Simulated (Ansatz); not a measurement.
# C8H18: basis-set convergence

How large a basis does C8H18 need? Two functionals are run in growing sets.

Method: one geometry, several basis sets; program: Ansatz 0.2.0, Gaussian basis.

Plan: PBE0-D4/def2-SVP; ωB97M-V/def2-SVP; PBE0-D4/def2-QZVPP; ωB97M-V/def2-QZVPP; the functionals' def2-TZVPP values are taken from earlier runs.

**1. Structure used throughout**

All runs share one geometry, relaxed beforehand with PBE0-D4 in a triple-zeta def2 set.

SMILES `CCC(C)(CC)CC`, 26 atoms, charge 0, spin multiplicity 1.

Atoms are counted from 1 here; the program's logs count them from 0.

Bond lengths: C1–C2 1.520 Å, C1–H9 1.093 Å, C1–H10 1.092 Å, C1–H11 1.092 Å, C2–C3 1.538 Å, C2–H12 1.097 Å, C2–H13 1.095 Å, C3–C4 1.527 Å, C3–C5 1.538 Å, C3–C7 1.536 Å, C4–H14 1.092 Å, C4–H15 1.094 Å, C4–H16 1.092 Å, C5–C6 1.520 Å, C5–H17 1.095 Å, C5–H18 1.097 Å, C6–H19 1.093 Å, C6–H20 1.092 Å and more. Angles: C2–C1–H9 111.9°, C2–C1–H10 110.4°, C2–C1–H11 112.1°, H9–C1–H10 107.2°, H9–C1–H11 107.7°, H10–C1–H11 107.2°, C1–C2–C3 116.6°, C1–C2–H12 109.1°, C1–C2–H13 108.9°, C3–C2–H12 107.5°, C3–C2–H13 108.6°, H12–C2–H13 105.5°, C2–C3–C4 109.6°, C2–C3–C5 106.6°, C2–C3–C7 111.5°, C4–C3–C5 109.6°, C4–C3–C7 108.1°, C5–C3–C7 111.4° and more.

Geometry (Å):

```mol
C8H18
  3D, bonds by distance, orders not assigned

 26 25  0  0  0  0  0  0  0  0999 V2000
    0.7101   -2.0438   -1.4693 C   0  0
    0.0833   -1.5639   -0.1710 C   0  0
   -0.3362   -0.0852   -0.1133 C   0  0
   -1.4571    0.1684   -1.1187 C   0  0
   -0.8548    0.1695    1.3122 C   0  0
   -1.2534    1.5971    1.6469 C   0  0
    0.8355    0.8449   -0.4591 C   0  0
    2.0563    0.7386    0.4388 C   0  0
    1.6526   -1.5331   -1.6806 H   0  0
    0.9266   -3.1133   -1.4152 H   0  0
    0.0504   -1.8902   -2.3263 H   0  0
   -0.8061   -2.1682    0.0436 H   0  0
    0.7778   -1.7625    0.6527 H   0  0
   -1.1257   -0.0242   -2.1415 H   0  0
   -2.3186   -0.4751   -0.9167 H   0  0
   -1.7966    1.2061   -1.0831 H   0  0
   -0.0928   -0.1624    2.0259 H   0  0
   -1.7150   -0.4911    1.4738 H   0  0
   -0.4033    2.2813    1.5929 H   0  0
   -2.0274    1.9766    0.9760 H   0  0
   -1.6501    1.6534    2.6633 H   0  0
    0.4699    1.8771   -0.4505 H   0  0
    1.1322    0.6545   -1.4958 H   0  0
    1.8189    0.9743    1.4791 H   0  0
    2.4901   -0.2643    0.4198 H   0  0
    2.8335    1.4354    0.1164 H   0  0
  1  2  8  0
  2  3  8  0
  3  4  8  0
  3  5  8  0
  5  6  8  0
  3  7  8  0
  7  8  8  0
  1  9  8  0
  1 10  8  0
  1 11  8  0
  2 12  8  0
  2 13  8  0
  4 14  8  0
  4 15  8  0
  4 16  8  0
  5 17  8  0
  5 18  8  0
  6 19  8  0
  6 20  8  0
  6 21  8  0
  7 22  8  0
  7 23  8  0
  8 24  8  0
  8 25  8  0
  8 26  8  0
M  END
```

**2. PBE0-D4 in def2-SVP**

Input file in.yaml:

```yaml
crystal:
  periodic: [false, false, false]
  atoms:
    - {symbol: C, position_ang: [0.710070, -2.043791, -1.469346]}
    - {symbol: C, position_ang: [0.083340, -1.563875, -0.170968]}
    - {symbol: C, position_ang: [-0.336217, -0.085235, -0.113320]}
    - {symbol: C, position_ang: [-1.457121, 0.168409, -1.118652]}
    - {symbol: C, position_ang: [-0.854808, 0.169491, 1.312190]}
    - {symbol: C, position_ang: [-1.253405, 1.597090, 1.646872]}
    - {symbol: C, position_ang: [0.835518, 0.844947, -0.459099]}
    - {symbol: C, position_ang: [2.056311, 0.738567, 0.438757]}
    - {symbol: H, position_ang: [1.652613, -1.533116, -1.680575]}
    - {symbol: H, position_ang: [0.926566, -3.113254, -1.415214]}
    - {symbol: H, position_ang: [0.050429, -1.890153, -2.326339]}
    - {symbol: H, position_ang: [-0.806097, -2.168229, 0.043563]}
    - {symbol: H, position_ang: [0.777770, -1.762515, 0.652672]}
    - {symbol: H, position_ang: [-1.125746, -0.024212, -2.141546]}
    - {symbol: H, position_ang: [-2.318628, -0.475082, -0.916665]}
    - {symbol: H, position_ang: [-1.796571, 1.206064, -1.083106]}
    - {symbol: H, position_ang: [-0.092818, -0.162371, 2.025873]}
    - {symbol: H, position_ang: [-1.714986, -0.491077, 1.473756]}
    - {symbol: H, position_ang: [-0.403255, 2.281276, 1.592902]}
    - {symbol: H, position_ang: [-2.027426, 1.976599, 0.976002]}
    - {symbol: H, position_ang: [-1.650067, 1.653392, 2.663255]}
    - {symbol: H, position_ang: [0.469912, 1.877095, -0.450460]}
    - {symbol: H, position_ang: [1.132207, 0.654523, -1.495803]}
    - {symbol: H, position_ang: [1.818902, 0.974282, 1.479072]}
    - {symbol: H, position_ang: [2.490064, -0.264261, 0.419782]}
    - {symbol: H, position_ang: [2.833464, 1.435413, 0.116375]}
basis:
  gaussian: {orbitals: def2-SVP}
hamiltonian: {xc: pbe0, dispersion: d4}
output: {orbitals: {seedname: orbitals}}
```

Further steps of the session: ωB97M-V in def2-SVP; PBE0-D4 in def2-QZVPP; ωB97M-V in def2-QZVPP.

Q: Predict the results of all the runs planned. Wanted: PBE0-D4: double and triple zeta above quadruple; ωB97M-V: double and triple zeta above quadruple.

**Answer**, as computed:

| quantity | value |
| --- | --- |
| PBE0-D4: double and triple zeta above quadruple | 9.65, 0.49 eV |
| ωB97M-V: double and triple zeta above quadruple | 10.30, 0.48 eV |

PBE0-D4 gains 9.16 eV from double to triple zeta, then 0.49 eV more. Total energies overstate the basis error of differences, where much of it tends to cancel. The LUMO of ωB97M-V is positive and keeps falling with the basis (3.23 to 1.64 eV): an unbound level that the basis holds in place.
